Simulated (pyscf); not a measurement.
# Routes from HO–SiH₂–F + HF

Candidate steps break at most two bonds and form at most two. Each was searched with GFN2-xTB (tblite) first. Structures and frequencies: ωB97X-D3(BJ)/def2-SVP in PySCF. MP2 and CC: frozen core, UHF for open shells. ΔMP2 is the change of the MP2 total energy from the triple- to the quadruple-zeta basis. Energies: CCSD(T)/def2-TZVPP + ΔMP2(QZVPP), kcal/mol, from the separated reactants, singlet surface; ΔG‡ with ideal gas, 1 atm, RRHO with modes under 100 cm⁻¹ raised to 100, one conformer, R ln 2 for chiral ones without a mode under 150 cm⁻¹.

```
products                        type   ΔE‡    ΔE  ΔG‡ 298 K  ΔG‡ 900 K  ν‡ (cm⁻¹)
--------------  --------------------  ----  ----  ---------  ---------  ---------
F–SiH₂–F + H₂O  four-centre exchange  14.7  -9.2       24.9       47.2       732i
HO–SiH₂–F + HF  four-centre exchange  27.7   0.0       38.4       61.2       508i
```

Row 1: On the reactant side the descent ends in a complex, 6.3 kcal/mol under the separated species and 17.7 kcal/mol under the saddle at ωB97X-D3(BJ)/def2-TZVP. On the product side the descent ends in a complex (not fully relaxed), 4.2 kcal/mol under the separated species and 24.7 kcal/mol under the saddle at ωB97X-D3(BJ)/def2-TZVP. Row 2: On the reactant side the descent ends in a complex, 4.4 kcal/mol under the separated species and 29.2 kcal/mol under the saddle at ωB97X-D3(BJ)/def2-TZVP. On the product side the descent ends in a complex, 6.6 kcal/mol under the separated species and 31.5 kcal/mol under the saddle at ωB97X-D3(BJ)/def2-TZVP. 

Plain bond fissions and candidates not yet searched are not listed, and one of them may be faster. Each barrier is that of the saddle found; lower ones may exist. The CCSD(T) − MP2 part came from Ansatz, without density fitting, on the same reference.
